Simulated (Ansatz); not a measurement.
A calculation with Ansatz (development build ahead of 0.2.0).

```yaml
crystal:
  periodic: [false, false, false]
  atoms:
    - { symbol: O, position_ang: [0.01068, 0.22781, -1.27384] }
    - { symbol: S, position_ang: [0.02912, -0.39834, -0.04058] }
    - { symbol: O, position_ang: [-0.04803, 0.21178, 1.31092] }
basis:
  gaussian: { orbitals: def2-SVP }
total_charge: 1
magnetization:
  spin_polarized: true
  initial_magnetization: 1
hamiltonian:
  xc: hf
correlation:
  method: mp2
  frozen_orbitals: { O: 1, S: 5 }
```

The input is written out in the form of the current development build from the run's settings.

Results

| Item | Value |
| --- | --- |
| Converged | yes |
| Reference energy | -546.50347 hartree |
| Correlation energy | -0.46514 hartree |
| Total energy | -546.96860 hartree |
| Spin squared of the determinant | 0.890 |
| Stability test | minimum |
| Occupied orbitals by symmetry in an Abelian subgroup (alpha; beta) | 13 A' 3 A''; 12 A' 3 A'' |

Messages of the program:
```
mean field -14871.11691638 eV, -546.5034666720 hartree, gradient 2.4e-6 eV, S^2 0.890264; 14 other ends of a descent, 0 dependent functions left out
```

Caution: the unrestricted determinant is spin contaminated; MP2 on this radical cation hangs on the determinant chosen.
